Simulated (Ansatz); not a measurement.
in.yaml

```yaml
crystal:
  periodic: [false, false, false]
  atoms:
    - {symbol: Al, position_ang: [0.000000, 0.000000, 0.000000]}
    - {symbol: H, position_ang: [0.000000, 0.000000, 1.619000]}
basis:
  gaussian: {orbitals: cc-pVQZ}
total_charge: 1
magnetization: {spin_polarized: false, initial_magnetization: 1}
correlation: {method: fci, electrons: outside_noble_gas}
```

```sh
$ ansatz run in.yaml --threads 1 --pin off --events-out ev --progress --plain --max-ram 2393MiB
```

Output:

```
970 factors; integrals over basis functions are off by at most 1.9e-7 eV
mean field evaluation 1: about -6590.0038 eV, gradient 5.9e0 eV
mean field evaluation 2: about -6590.0039 eV, gradient 5.9e0 eV
mean field evaluation 4: about -6590.3699 eV, gradient 1.0e0 eV
mean field evaluation 8: about -6590.4257 eV, gradient 7.5e-2 eV
mean field -6590.42579681 eV, -242.1936808816 hartree, gradient 2.0e-6 eV, S^2 0.750000; 0 other end points of the search recorded, 0 dependent functions left out
mean field evaluation 16: about -6590.4398 eV, gradient 2.1e0 eV
5 core orbitals not correlated: weight in the atoms' cores, before any rotation towards them, 1.000 or more for the frozen orbitals, at most 0.000 for the correlated occupied ones
reference -6590.42579681 eV, -242.1936808816 hartree; 2, 1 occupied and 82, 83 virtual orbitals, 970 factors
state -6591.85668421 eV, -242.2462650236 hartree
Total energy: -6591.85668421 eV, -242.2462650236 hartree
```

Ran on 1 thread of Arm Neoverse V1, shared host: 7 s wall, 0.29 GiB peak host memory.
